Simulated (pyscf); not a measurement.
Structures and frequencies: ωB97X-D3(BJ)/def2-SVP in PySCF. MP2 and CC: frozen core, UHF for open shells. ΔMP2 is the change of the MP2 total energy from the triple- to the quadruple-zeta basis.

**Question.** For H₂C=C=CH₂ (SMILES C=C=C) → C₃H₄ (SMILES [C]1CC1) [singlet], a ring closure (singlet surface; none broken, C–C formed), PBE/def2-TZVP gives ΔE‡ = 73.7 kcal/mol and ΔE = +69.3 kcal/mol (zero: the reactant's lowest minimum found). In which direction and how far do r²SCAN/def2-TZVP, PBE0-D3(BJ)/def2-TZVP, CCSD(T)/def2-TZVPP + ΔMP2(QZVPP) move these?

**Answer.** r²SCAN: ΔE‡ = 75.0 kcal/mol, ΔE = +68.7 kcal/mol; PBE0-D3(BJ): ΔE‡ = 74.8 kcal/mol, ΔE = +66.4 kcal/mol; CCSD(T): ΔE‡ = 73.4 kcal/mol, ΔE = +67.1 kcal/mol. PBE's barrier lies among them. Its reaction energy lies over all of them, by 0.6 to 2.9 kcal/mol. This is the saddle that the search found; another between the same sides may lie lower. A restricted singlet here is unstable towards spin polarisation, as is usual where a triplet lies low; its energy is less safe. The CCSD(T) − MP2 part came from Ansatz, without density fitting, on the same reference.
